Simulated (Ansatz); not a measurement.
Ideal-gas functions of C2H4O2, SMILES `C=C(O)O` at 600 K and 1 bar, from an Ansatz frequency run at PBE0-D4/def2-TZVP.

Molar mass 60.05 g/mol, point group Cs (symmetry number 1), electronic degeneracy 1, moments of inertia 45.157, 49.379, 94.536 u Å². Harmonic wavenumbers (cm⁻¹, unscaled): 194, 386, 456, 539, 663, 691, 739, 957, 982, 1193, 1237, 1427, 1446, 1778, 3203, 3301, 3849, 3870.

Use S(trans) = R[1.5 ln M + 2.5 ln T − 1.1517]; rotational temperatures θ = 24.2544 K / I; S(rot) = R[ln(√π/σ · √(T³/θAθBθC)) + 1.5]; for each mode x = 1.438777 ν̃/T, S = R[x/(eˣ − 1) − ln(1 − e⁻ˣ)] and H = RT x/(eˣ − 1); 1 cm⁻¹ = 0.0119627 kJ/mol; R = 8.31446 J/(mol·K).

Q: By hand: the entropy, in J/(mol·K).

A: Translation 174.5. Rotation: θ = 0.5371, 0.4912, 0.2566 K, giving 108.2. Vibration, mode by mode: 14.75, 9.25, 7.97, 6.74, 5.28, 5.01, 4.57, 3.02, 2.88, 1.93, 1.78, 1.24, 1.19, 0.62, 0.03, 0.03, 0.01, 0.01, in all 66.3. Electronic 0.0. Sum 349.0 J/(mol·K).

Q: By hand: H − E and G − E in kJ/mol, counted from the electronic energy.

A: Zero-point energy ½ × 26911 × 0.0119627 = 161.0; thermal vibration 23.6; translation, rotation and pV give 4 RT = 20.0. H − E = 204.6 kJ/mol, and G − E = 204.6 − 600 × 349.0/1000 = -4.8 kJ/mol.

Vibration gives 19 % of the entropy. The sum counts one conformer and one mirror image; others add a mixing term.
